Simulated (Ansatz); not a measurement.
A calculation with Ansatz (development build ahead of 0.2.0).

```yaml
crystal:
  periodic: [false, false, false]
  atoms:
    - { symbol: H, position_ang: [0.05282, -0.03344, -1.53395] }
    - { symbol: C, position_ang: [-0.08755, 0.09695, -0.54379] }
    - { symbol: O, position_ang: [0.05029, -0.10449, 0.57506] }
basis:
  gaussian: { orbitals: "6-31G" }
total_charge: 1
hamiltonian:
  xc: hf
correlation:
  method: mp2
  frozen_orbitals: { C: 1, H: 0, O: 1 }
```

The input is written out in the form of the current development build from the run's settings.

Output:

```
Converged                       : yes
Reference energy                : -112.87388 hartree
Correlation energy              : -0.24056 hartree
Total energy                    : -113.11445 hartree
Spin squared of the determinant : 0.000
```
